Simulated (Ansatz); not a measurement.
**SiH2Cl (doublet): wave-function methods side by side at distance Cl1–H2 along a hydrogen transfer = 1.339 Å, cc-pVTZ**

One table from this session's results is given with a row withheld; the runs are named, their logs left out.

Computed with Ansatz 0.2.0, Gaussian basis. Level: cc-pVTZ, core rule «outside noble gas», up to 10 orbitals frozen.

The runs, in order: UHF; CCSD(T) on ROHF; CCSD(T) on UHF; BCCD(T) on ROHF; CCSDT(Q) on ROHF; CCSDT(Q) on UHF; CASSCF and NEVPT2, 3 electrons in 3 orbitals; CASSCF and NEVPT2, 13 electrons in 10 orbitals.

### The system

The geometry derives from fragments relaxed apart (PBE0/def2-TZVP) and kept rigid, so it is no stationary point. A hydrogen atom is moved between rigid fragments.

4 atoms, charge 0, spin multiplicity 2.

Atoms are counted from 1 here; the program's logs count them from 0.

Bond lengths: Cl1–H2 1.339 Å, Si3–H4 1.532 Å.

The first run:

Input file in.yaml:

```yaml
crystal:
  periodic: [false, false, false]
  atoms:
    - {symbol: Cl, position_ang: [-1.419347, 0.022748, 0.000000]}
    - {symbol: H, position_ang: [-0.080347, 0.022748, 0.000000]}
    - {symbol: Si, position_ang: [1.718653, 0.022748, 0.000000]}
    - {symbol: H, position_ang: [2.115087, -1.456765, 0.000000]}
basis:
  gaussian: {orbitals: cc-pVTZ}
magnetization: {spin_polarized: true, initial_magnetization: 1}
hamiltonian: {xc: hf}
output: {orbitals: {seedname: orbitals}}
```

Command:

```sh
ansatz run in.yaml --threads 1 --pin off --events-out ev --progress --plain --max-ram 2816MiB --backend cpu
```

Steps of the session up to this table: UHF; CCSD(T) on ROHF; CCSD(T) on UHF; BCCD(T) on ROHF; CCSDT(Q) on ROHF; CCSDT(Q) on UHF; CASSCF and NEVPT2, 3 electrons in 3 orbitals; CASSCF and NEVPT2, 13 electrons in 10 orbitals.

One of the session's tables, all rows but one given; the rest of the session is left out.

It belongs to the step «Misses and costs». 

| method | from UCCSDT(Q) (kJ/mol) |
| --- | --- |
| ROHF | ? |
| UHF | +926.4 |
| RMP2 | +141.0 |
| UMP2 | +146.0 |
| RCCSD | +39.8 |
| UCCSD | +39.0 |
| RCCSD(T) | +5.0 |
| UCCSD(T) | +5.1 |
| BCCD(T) | +5.0 |
| RCCSDT | +1.7 |
| UCCSDT | +1.6 |
| RCCSDT(Q) | +0.1 |
| UCCSDT(Q) | 0 |
| CASSCF pair | +897.1 |
| NEVPT2 pair | +139.9 |
| CASSCF valence | +805.5 |
| NEVPT2 valence | +191.3 |

**Question.** Estimate the row for ROHF.

**Answer.** from UCCSDT(Q) (kJ/mol): +944.3. In the column «from UCCSDT(Q) (kJ/mol)» it is the highest.

Caveats from the session: Restricted and unrestricted rows rest on different reference determinants; where their highest levels disagree by more than a few hundredths of an eV, they describe different states and don't form one ladder.
